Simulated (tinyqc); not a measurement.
Worked calculation (part 1 of 2): RHF in the sto-3g basis, for NH3, spin multiplicity 1. Computed by tinyqc, a small Python program that keeps every step (integrals from PySCF). Settings: charge = 0, multiplicity = 1, basis = sto-3g, energy threshold = 1e-10, iteration cap = 56, orthogonalisation = symmetric, start = highest core orbitals, DIIS depth = 6, DIIS from iteration = 3, method = RHF. Command: `OMP_NUM_THREADS=1 python tinyqc.py 25722 25723 out.jsonl` (the two numbers bound the seeds that draw the settings). One thread of a shared host (Intel(R) Xeon(R) Processor @ 2.60GHz), about 0.07 s of CPU time with the checks. Later iterations appear only in the table of the cycle.

## One-electron integrals

Geometry (angstrom):
```
atom          x          y         z
N      0.000000   0.000000  0.171000
H      1.174000   0.000000  0.000000
H     -0.587000   1.017000  0.000000
H     -0.587000  -1.017000  0.000000
```

Basis sto-3g: exponents (1/bohr^2) and contraction coefficients of normalised primitives:
```
element  l (shell)   exponent  coefficient
N            s (1)  99.106169     0.154329
N            s (1)  18.052312     0.535328
N            s (1)   4.885660     0.444635
N            s (2)   3.780456    -0.099967
N            s (2)   0.878497     0.399513
N            s (2)   0.285714     0.700115
N            p (3)   3.780456     0.155916
N            p (3)   0.878497     0.607684
N            p (3)   0.285714     0.391957
H            s (1)   3.425251     0.154329
H            s (1)   0.623914     0.535328
H            s (1)   0.168855     0.444635
```

Overlap, kinetic and nuclear-attraction integrals over the contracted functions; the nuclear repulsion is the sum of Za Zb / Rab.

nuclear repulsion = 10.14616736 hartree

overlap S, order 1N 1s, 1N 2s, 1N 2px, 1N 2py, 1N 2pz, 2H 1s, 3H 1s, 4H 1s:
```
[[1.000000, 0.235038, 0.000000, 0.000000, 0.000000, 0.038718, 0.038696, 0.038696],
 [0.235038, 1.000000, 0.000000, 0.000000, 0.000000, 0.392389, 0.392254, 0.392254],
 [0.000000, 0.000000, 1.000000, 0.000000, 0.000000, 0.370833, -0.185331, -0.185331],
 [0.000000, 0.000000, 0.000000, 1.000000, 0.000000, 0.000000, 0.321093, -0.321093],
 [0.000000, 0.000000, 0.000000, 0.000000, 1.000000, -0.054014, -0.053989, -0.053989],
 [0.038718, 0.392389, 0.370833, 0.000000, -0.054014, 1.000000, 0.112797, 0.112797],
 [0.038696, 0.392254, -0.185331, 0.321093, -0.053989, 0.112797, 1.000000, 0.112717],
 [0.038696, 0.392254, -0.185331, -0.321093, -0.053989, 0.112797, 0.112717, 1.000000]]
```

kinetic energy T (hartree), order 1N 1s, 1N 2s, 1N 2px, 1N 2py, 1N 2pz, 2H 1s, 3H 1s, 4H 1s:
```
[[21.990753, -0.128416, 0.000000, 0.000000, 0.000000, -0.010396, -0.010395, -0.010395],
 [-0.128416, 0.606994, 0.000000, 0.000000, 0.000000, 0.063892, 0.063825, 0.063825],
 [0.000000, 0.000000, 1.899358, 0.000000, 0.000000, 0.174010, -0.086923, -0.086923],
 [0.000000, 0.000000, 0.000000, 1.899358, 0.000000, 0.000000, 0.150598, -0.150598],
 [0.000000, 0.000000, 0.000000, 0.000000, 1.899358, -0.025346, -0.025322, -0.025322],
 [-0.010396, 0.063892, 0.174010, 0.000000, -0.025346, 0.760032, -0.010476, -0.010476],
 [-0.010395, 0.063825, -0.086923, 0.150598, -0.025322, -0.010476, 0.760032, -0.010480],
 [-0.010395, 0.063825, -0.086923, -0.150598, -0.025322, -0.010476, -0.010480, 0.760032]]
```

nuclear attraction V (hartree), order 1N 1s, 1N 2s, 1N 2px, 1N 2py, 1N 2pz, 2H 1s, 3H 1s, 4H 1s:
```
[[-47.523901, -5.747412, -0.000007, 0.000000, 0.004982, -0.965700, -0.965141, -0.965141],
 [-5.747412, -8.191093, -0.000078, 0.000000, 0.060621, -2.533373, -2.532302, -2.532302],
 [-0.000007, -0.000078, -8.178101, 0.000000, 0.000012, -2.159480, 1.079114, 1.079114],
 [0.000000, 0.000000, 0.000000, -8.178095, 0.000000, 0.000000, -1.869641, 1.869641],
 [0.004982, 0.060621, 0.000012, 0.000000, -8.048929, 0.327535, 0.327354, 0.327354],
 [-0.965700, -2.533373, -2.159480, 0.000000, 0.327535, -4.823211, -0.617165, -0.617165],
 [-0.965141, -2.532302, 1.079114, -1.869641, 0.327354, -0.617165, -4.822565, -0.616722],
 [-0.965141, -2.532302, 1.079114, 1.869641, 0.327354, -0.617165, -0.616722, -4.822565]]
```

core Hamiltonian H = T + V (hartree), order 1N 1s, 1N 2s, 1N 2px, 1N 2py, 1N 2pz, 2H 1s, 3H 1s, 4H 1s:
```
[[-25.533148, -5.875829, -0.000007, 0.000000, 0.004982, -0.976095, -0.975536, -0.975536],
 [-5.875829, -7.584099, -0.000078, 0.000000, 0.060621, -2.469481, -2.468477, -2.468477],
 [-0.000007, -0.000078, -6.278743, 0.000000, 0.000012, -1.985470, 0.992191, 0.992191],
 [0.000000, 0.000000, 0.000000, -6.278737, 0.000000, 0.000000, -1.719043, 1.719043],
 [0.004982, 0.060621, 0.000012, 0.000000, -6.149571, 0.302190, 0.302032, 0.302032],
 [-0.976095, -2.469481, -1.985470, 0.000000, 0.302190, -4.063179, -0.627641, -0.627641],
 [-0.975536, -2.468477, 0.992191, -1.719043, 0.302032, -0.627641, -4.062534, -0.627203],
 [-0.975536, -2.468477, 0.992191, 1.719043, 0.302032, -0.627641, -0.627203, -4.062534]]
```

## Two-electron integrals

Functions are numbered as in S; the eight-fold symmetry (ij|kl) = (ji|kl) = (kl|ij) leaves the list below.

Two-electron integrals (ij|kl) in chemists' order, unique and non-zero (hartree):
```
(11|11) 4.166630    (21|11) 0.640849    (21|21) 0.117461    (22|11) 0.969864
(22|21) 0.220936    (22|22) 0.708245    (31|31) 0.020960    (32|31) 0.032452
(32|32) 0.156449    (33|11) 0.967124    (33|21) 0.220977    (33|22) 0.708086
(33|33) 0.762805    (41|41) 0.020960    (42|41) 0.032452    (42|42) 0.156449
(43|43) 0.041119    (44|11) 0.967124    (44|21) 0.220977    (44|22) 0.708086
(44|33) 0.680568    (44|44) 0.762805    (51|51) 0.020960    (52|51) 0.032452
(52|52) 0.156449    (53|53) 0.041119    (54|54) 0.041119    (55|11) 0.967124
(55|21) 0.220977    (55|22) 0.708086    (55|33) 0.680568    (55|44) 0.680568
(55|55) 0.762805    (61|11) 0.106596    (61|21) 0.019403    (61|22) 0.036359
(61|31) 0.000992    (61|32) 0.001878    (61|33) 0.036542    (61|44) 0.036267
(61|51) -0.000145   (61|52) -0.000274   (61|53) -0.000040   (61|55) 0.036273
(61|61) 0.003257    (62|11) 0.279124    (62|21) 0.064457    (62|22) 0.230593
(62|31) 0.005337    (62|32) 0.041882    (62|33) 0.239836    (62|44) 0.225709
(62|51) -0.000777   (62|52) -0.006100   (62|53) -0.002058   (62|55) 0.226009
(62|61) 0.010963    (62|62) 0.098442    (63|11) 0.225530    (63|21) 0.052706
(63|22) 0.200701    (63|31) 0.010117    (63|32) 0.071328    (63|33) 0.219240
(63|44) 0.191196    (63|51) -0.000552   (63|52) -0.004936   (63|53) -0.002880
(63|55) 0.191440    (63|61) 0.009330    (63|62) 0.102870    (63|63) 0.118326
(64|41) 0.006330    (64|42) 0.037440    (64|43) 0.008269    (64|54) -0.001204
(64|64) 0.012488    (65|11) -0.032850   (65|21) -0.007677   (65|22) -0.029233
(65|31) -0.000552   (65|32) -0.004936   (65|33) -0.029525   (65|44) -0.027849
(65|51) 0.006410    (65|52) 0.038159    (65|53) 0.008513    (65|55) -0.030293
(65|61) -0.001359   (65|62) -0.014984   (65|63) -0.015416   (65|65) 0.014733
(66|11) 0.439146    (66|21) 0.103010    (66|22) 0.422601    (66|31) 0.010292
(66|32) 0.111965    (66|33) 0.459566    (66|44) 0.403238    (66|51) -0.001499
(66|52) -0.016308   (66|53) -0.008204   (66|55) 0.404433    (66|61) 0.017674
(66|62) 0.234164    (66|63) 0.273763    (66|65) -0.039875   (66|66) 0.774606
(71|11) 0.106535    (71|21) 0.019392    (71|22) 0.036338    (71|31) -0.000496
(71|32) -0.000938   (71|33) 0.036315    (71|41) 0.000859    (71|42) 0.001625
(71|43) -0.000119   (71|44) 0.036453    (71|51) -0.000144   (71|52) -0.000273
(71|53) 0.000020    (71|54) -0.000035   (71|55) 0.036253    (71|61) 0.003181
(71|62) 0.010447    (71|63) 0.008370    (71|64) 0.000309    (71|65) -0.001297
(71|66) 0.016642    (71|71) 0.003254    (72|11) 0.279005    (72|21) 0.064430
(72|22) 0.230501    (72|31) -0.002667   (72|32) -0.020929   (72|33) 0.229148
(72|41) 0.004621    (72|42) 0.036261    (72|43) -0.006114   (72|44) 0.236212
(72|51) -0.000777   (72|52) -0.006097   (72|53) 0.001028    (72|54) -0.001781
(72|55) 0.225918    (72|61) 0.010449    (72|62) 0.071965    (72|63) 0.058510
(72|64) 0.008339    (72|65) -0.010626   (72|66) 0.133234    (72|71) 0.010952
(72|72) 0.098369    (73|11) -0.112702   (73|21) -0.026339   (73|22) -0.100297
(73|31) 0.007273    (73|32) 0.045889    (73|33) -0.105248   (73|41) -0.001639
(73|42) -0.014667   (73|43) 0.009648    (73|44) -0.099860   (73|51) 0.000276
(73|52) 0.002466    (73|53) -0.001622   (73|54) 0.000725    (73|55) -0.095669
(73|61) -0.003917   (73|62) -0.022030   (73|63) -0.010023   (73|64) -0.001907
(73|65) 0.003194    (73|66) -0.033553   (73|71) -0.004660   (73|72) -0.051391
(73|73) 0.038911    (74|11) 0.195260    (74|21) 0.045633    (74|22) 0.173768
(74|31) -0.001639   (74|32) -0.014667   (74|33) 0.168028    (74|41) 0.009167
(74|42) 0.062835    (74|43) -0.008445   (74|44) 0.187329    (74|51) -0.000478
(74|52) -0.004273   (74|53) 0.000725    (74|54) -0.002460   (74|55) 0.165750
(74|61) 0.007406    (74|62) 0.054848    (74|63) 0.044386    (74|64) 0.014497
(74|65) -0.007951   (74|66) 0.102738    (74|71) 0.008073    (74|72) 0.089036
(74|73) -0.045796   (74|74) 0.091822    (75|11) -0.032831   (75|21) -0.007673
(75|22) -0.029218   (75|31) 0.000276    (75|32) 0.002466    (75|33) -0.028253
(75|41) -0.000478   (75|42) -0.004273   (75|43) 0.000725    (75|44) -0.029090
(75|51) 0.006407    (75|52) 0.038142    (75|53) -0.004254   (75|54) 0.007370
(75|55) -0.030277   (75|61) -0.001297   (75|62) -0.010624   (75|63) -0.008482
(75|64) -0.001209   (75|65) 0.010144    (75|66) -0.021025   (75|71) -0.001357
(75|72) -0.014971   (75|73) 0.007700    (75|74) -0.013341   (75|75) 0.014721
(76|11) 0.065690    (76|21) 0.015259    (76|22) 0.057780    (76|31) 0.000516
(76|32) 0.004549    (76|33) 0.058167    (76|41) 0.000894    (76|42) 0.007881
(76|43) 0.000310    (76|44) 0.058525    (76|51) -0.000301   (76|52) -0.002650
(76|53) -0.000337   (76|54) -0.000584   (76|55) 0.056586    (76|61) 0.002548
(76|62) 0.022773    (76|63) 0.022183    (76|64) 0.002459    (76|65) -0.003851
(76|66) 0.052382    (76|71) 0.002547    (76|72) 0.022765    (76|73) -0.008958
(76|74) 0.020437    (76|75) -0.003850   (76|76) 0.006525    (77|11) 0.439062
(77|21) 0.102990    (77|22) 0.422533    (77|31) -0.005143   (77|32) -0.055958
(77|33) 0.417248    (77|41) 0.008911    (77|42) 0.096950    (77|43) -0.024381
(77|44) 0.445416    (77|51) -0.001498   (77|52) -0.016301   (77|53) 0.004099
(77|54) -0.007103   (77|55) 0.404369    (77|61) 0.016649    (77|62) 0.133267
(77|63) 0.105769    (77|64) 0.022304    (77|65) -0.021031   (77|66) 0.259445
(77|71) 0.017660    (77|72) 0.234064    (77|73) -0.136804   (77|74) 0.237018
(77|75) -0.039853   (77|76) 0.052382    (77|77) 0.774606    (81|11) 0.106535
(81|21) 0.019392    (81|22) 0.036338    (81|31) -0.000496   (81|32) -0.000938
(81|33) 0.036315    (81|41) -0.000859   (81|42) -0.001625   (81|43) 0.000119
(81|44) 0.036453    (81|51) -0.000144   (81|52) -0.000273   (81|53) 0.000020
(81|54) 0.000035    (81|55) 0.036253    (81|61) 0.003181    (81|62) 0.010447
(81|63) 0.008370    (81|64) -0.000309   (81|65) -0.001297   (81|66) 0.016642
(81|71) 0.003179    (81|72) 0.010443    (81|73) -0.004450   (81|74) 0.007092
(81|75) -0.001296   (81|76) 0.002451    (81|77) 0.016639    (81|81) 0.003254
(82|11) 0.279005    (82|21) 0.064430    (82|22) 0.230501    (82|31) -0.002667
(82|32) -0.020929   (82|33) 0.229148    (82|41) -0.004621   (82|42) -0.036261
(82|43) 0.006114    (82|44) 0.236212    (82|51) -0.000777   (82|52) -0.006097
(82|53) 0.001028    (82|54) 0.001781    (82|55) 0.225918    (82|61) 0.010449
(82|62) 0.071965    (82|63) 0.058510    (82|64) -0.008339   (82|65) -0.010626
(82|66) 0.133234    (82|71) 0.010443    (82|72) 0.071933    (82|73) -0.036454
(82|74) 0.046489    (82|75) -0.010620   (82|76) 0.017457    (82|77) 0.133206
(82|81) 0.010952    (82|82) 0.098369    (83|11) -0.112702   (83|21) -0.026339
(83|22) -0.100297   (83|31) 0.007273    (83|32) 0.045889    (83|33) -0.105248
(83|41) 0.001639    (83|42) 0.014667    (83|43) -0.009648   (83|44) -0.099860
(83|51) 0.000276    (83|52) 0.002466    (83|53) -0.001622   (83|54) -0.000725
(83|55) -0.095669   (83|61) -0.003917   (83|62) -0.022030   (83|63) -0.010023
(83|64) 0.001907    (83|65) 0.003194    (83|66) -0.033553   (83|71) -0.004450
(83|72) -0.036454   (83|73) 0.026738    (83|74) -0.023133   (83|75) 0.005284
(83|76) -0.006781   (83|77) -0.072154   (83|81) -0.004660   (83|82) -0.051391
(83|83) 0.038911    (84|11) -0.195260   (84|21) -0.045633   (84|22) -0.173768
(84|31) 0.001639    (84|32) 0.014667    (84|33) -0.168028   (84|41) 0.009167
(84|42) 0.062835    (84|43) -0.008445   (84|44) -0.187329   (84|51) 0.000478
(84|52) 0.004273    (84|53) -0.000725   (84|54) -0.002460   (84|55) -0.165750
(84|61) -0.007406   (84|62) -0.054848   (84|63) -0.044386   (84|64) 0.014497
(84|65) 0.007951    (84|66) -0.102738   (84|71) -0.007092   (84|72) -0.046489
(84|73) 0.023133    (84|74) -0.022288   (84|75) 0.006739    (84|76) -0.011749
(84|77) -0.080427   (84|81) -0.008073   (84|82) -0.089036   (84|83) 0.045796
(84|84) 0.091822    (85|11) -0.032831   (85|21) -0.007673   (85|22) -0.029218
(85|31) 0.000276    (85|32) 0.002466    (85|33) -0.028253   (85|41) 0.000478
(85|42) 0.004273    (85|43) -0.000725   (85|44) -0.029090   (85|51) 0.006407
(85|52) 0.038142    (85|53) -0.004254   (85|54) -0.007370   (85|55) -0.030277
(85|61) -0.001297   (85|62) -0.010624   (85|63) -0.008482   (85|64) 0.001209
(85|65) 0.010144    (85|66) -0.021025   (85|71) -0.001296   (85|72) -0.010620
(85|73) 0.005284    (85|74) -0.006739   (85|75) 0.010138    (85|76) -0.002855
(85|77) -0.021019   (85|81) -0.001357   (85|82) -0.014971   (85|83) 0.007700
(85|84) 0.013341    (85|85) 0.014721    (86|11) 0.065690    (86|21) 0.015259
(86|22) 0.057780    (86|31) 0.000516    (86|32) 0.004549    (86|33) 0.058167
(86|41) -0.000894   (86|42) -0.007881   (86|43) -0.000310   (86|44) 0.058525
(86|51) -0.000301   (86|52) -0.002650   (86|53) -0.000337   (86|54) 0.000584
(86|55) 0.056586    (86|61) 0.002548    (86|62) 0.022773    (86|63) 0.022183
(86|64) -0.002459   (86|65) -0.003851   (86|66) 0.052382    (86|71) 0.002451
(86|72) 0.017457    (86|73) -0.006781   (86|74) 0.011749    (86|75) -0.002855
(86|76) 0.005140    (86|77) 0.032543    (86|81) 0.002547    (86|82) 0.022765
(86|83) -0.008958   (86|84) -0.020437   (86|85) -0.003850   (86|86) 0.006525
(87|11) 0.065644    (87|21) 0.015249    (87|22) 0.057739    (87|31) -0.001031
(87|32) -0.009091   (87|33) 0.058662    (87|44) 0.057948    (87|51) -0.000300
(87|52) -0.002648   (87|53) 0.000674    (87|55) 0.056546    (87|61) 0.002451
(87|62) 0.017452    (87|63) 0.013560    (87|65) -0.002854   (87|66) 0.032525
(87|71) 0.002545    (87|72) 0.022748    (87|73) -0.013205   (87|74) 0.017965
(87|75) -0.003847   (87|76) 0.005137    (87|77) 0.052339    (87|81) 0.002545
(87|82) 0.022748    (87|83) -0.013205   (87|84) -0.017965   (87|85) -0.003847
(87|86) 0.005137    (87|87) 0.006516    (88|11) 0.439062    (88|21) 0.102990
(88|22) 0.422533    (88|31) -0.005143   (88|32) -0.055958   (88|33) 0.417248
(88|41) -0.008911   (88|42) -0.096950   (88|43) 0.024381    (88|44) 0.445416
(88|51) -0.001498   (88|52) -0.016301   (88|53) 0.004099    (88|54) 0.007103
(88|55) 0.404369    (88|61) 0.016649    (88|62) 0.133267    (88|63) 0.105769
(88|64) -0.022304   (88|65) -0.021031   (88|66) 0.259445    (88|71) 0.016639
(88|72) 0.133206    (88|73) -0.072154   (88|74) 0.080427    (88|75) -0.021019
(88|76) 0.032543    (88|77) 0.259392    (88|81) 0.017660    (88|82) 0.234064
(88|83) -0.136804   (88|84) -0.237018   (88|85) -0.039853   (88|86) 0.052382
(88|87) 0.052339    (88|88) 0.774606
```

## Orthogonalisation

S = U s U^T; symmetric (Loewdin) form X = U s^(-1/2) U^T, so that X^T S X = 1.

eigenvalues of S: [0.386815, 0.485992, 0.486063, 0.959690, 1.022833, 1.401184, 1.401219, 1.856203]

X, order 1N 1s, 1N 2s, 1N 2px, 1N 2py, 1N 2pz, 2H 1s, 3H 1s, 4H 1s:
```
[[1.024343, -0.144487, -0.000006, 0.000000, 0.003045, 0.020041, 0.020035, 0.020035],
 [-0.144487, 1.239478, 0.000068, 0.000000, -0.029311, -0.232481, -0.232358, -0.232358],
 [-0.000006, 0.000068, 1.103278, 0.000000, -0.000010, -0.238933, 0.119401, 0.119401],
 [0.000000, 0.000000, 0.000000, 1.103258, 0.000000, 0.000000, -0.206853, 0.206853],
 [0.003045, -0.029311, -0.000010, 0.000000, 1.003944, 0.031394, 0.031373, 0.031373],
 [0.020041, -0.232481, -0.238933, 0.000000, 0.031394, 1.145237, -0.030765, -0.030765],
 [0.020035, -0.232358, 0.119401, -0.206853, 0.031373, -0.030765, 1.145124, -0.030749],
 [0.020035, -0.232358, 0.119401, 0.206853, 0.031373, -0.030765, -0.030749, 1.145124]]
```

## Starting guess

The start is the highest orbitals of the core Hamiltonian (a deliberately bad start); D = 2 C_occ C_occ^T.

D at the start, order 1N 1s, 1N 2s, 1N 2px, 1N 2py, 1N 2pz, 2H 1s, 3H 1s, 4H 1s:
```
[[0.009916, -0.083861, 0.000140, 0.000000, -0.056517, 0.081225, 0.081228, 0.081228],
 [-0.083861, 0.756511, -0.000443, 0.000000, 0.198605, -0.782897, -0.782533, -0.782533],
 [0.000140, -0.000443, 2.605648, 0.000000, 0.000058, -1.089114, 0.544347, 0.544347],
 [0.000000, 0.000000, 0.000000, 0.249834, 0.000000, 0.000000, -0.594963, 0.594963],
 [-0.056517, 0.198605, 0.000058, 0.000000, 1.971114, 0.102253, 0.102187, 0.102187],
 [0.081225, -0.782897, -1.089114, 0.000000, 0.102253, 2.817306, -0.119907, -0.119907],
 [0.081228, -0.782533, 0.544347, -0.594963, 0.102187, -0.119907, 2.765267, -0.068463],
 [0.081228, -0.782533, 0.544347, 0.594963, 0.102187, -0.119907, -0.068463, 2.765267]]
```

## Iteration 1: building the Fock matrix

J_ij = sum D_kl (ij|kl), K_ij = sum D_kl (ik|jl); F = H + J - 0.5 K; E = tr D H + tr D J / 2 - 0.25 tr D K + E_nn.

Coulomb J (hartree), order 1N 1s, 1N 2s, 1N 2px, 1N 2py, 1N 2pz, 2H 1s, 3H 1s, 4H 1s:
```
[[6.480499, 1.492153, -0.001889, 0.000000, 0.008643, 0.245708, 0.245294, 0.245294],
 [1.492153, 5.265943, -0.015720, 0.000000, 0.002195, 1.890073, 1.877824, 1.877824],
 [-0.001889, -0.015720, 5.374468, 0.000000, 0.000654, 1.751588, -0.877705, -0.877705],
 [0.000000, 0.000000, 0.000000, 5.204649, 0.000000, 0.000000, 1.484973, -1.484973],
 [0.008643, 0.002195, 0.000654, 0.000000, 5.214332, -0.254038, -0.253003, -0.253003],
 [0.245708, 1.890073, 1.751588, 0.000000, -0.254038, 4.277328, 0.494121, 0.494121],
 [0.245294, 1.877824, -0.877705, 1.484973, -0.253003, 0.494121, 4.231146, 0.496786],
 [0.245294, 1.877824, -0.877705, -1.484973, -0.253003, 0.494121, 0.496786, 4.231146]]
```

exchange K (hartree), order 1N 1s, 1N 2s, 1N 2px, 1N 2py, 1N 2pz, 2H 1s, 3H 1s, 4H 1s:
```
[[0.104551, 0.140510, -0.001224, 0.000000, 0.009234, 0.028409, 0.024274, 0.024274],
 [0.140510, 0.754042, -0.013428, 0.000000, 0.219395, 0.387666, 0.360457, 0.360457],
 [-0.001224, -0.013428, 1.759495, 0.000000, 0.000817, 0.628391, -0.317584, -0.317584],
 [0.000000, 0.000000, 0.000000, 0.296220, 0.000000, 0.000000, 0.280616, -0.280616],
 [0.009234, 0.219395, 0.000817, 0.000000, 1.610845, -0.029715, -0.029414, -0.029414],
 [0.028409, 0.387666, 0.628391, 0.000000, -0.029715, 1.601986, 0.090398, 0.090398],
 [0.024274, 0.360457, -0.317584, 0.280616, -0.029414, 0.090398, 1.529591, 0.132048],
 [0.024274, 0.360457, -0.317584, -0.280616, -0.029414, 0.090398, 0.132048, 1.529591]]
```

Fock matrix F (hartree), order 1N 1s, 1N 2s, 1N 2px, 1N 2py, 1N 2pz, 2H 1s, 3H 1s, 4H 1s:
```
[[-19.104924, -4.453931, -0.001284, 0.000000, 0.009008, -0.744591, -0.742379, -0.742379],
 [-4.453931, -2.695177, -0.009084, 0.000000, -0.046882, -0.773241, -0.770881, -0.770881],
 [-0.001284, -0.009084, -1.784023, 0.000000, 0.000258, -0.548077, 0.273279, 0.273279],
 [0.000000, 0.000000, 0.000000, -1.222198, 0.000000, 0.000000, -0.374379, 0.374379],
 [0.009008, -0.046882, 0.000258, 0.000000, -1.740661, 0.063009, 0.063736, 0.063736],
 [-0.744591, -0.773241, -0.548077, 0.000000, 0.063009, -0.586845, -0.178719, -0.178719],
 [-0.742379, -0.770881, 0.273279, -0.374379, 0.063736, -0.178719, -0.596183, -0.196440],
 [-0.742379, -0.770881, 0.273279, 0.374379, 0.063736, -0.178719, -0.196440, -0.596183]]
```

total energy of this density = -17.56605848 hartree
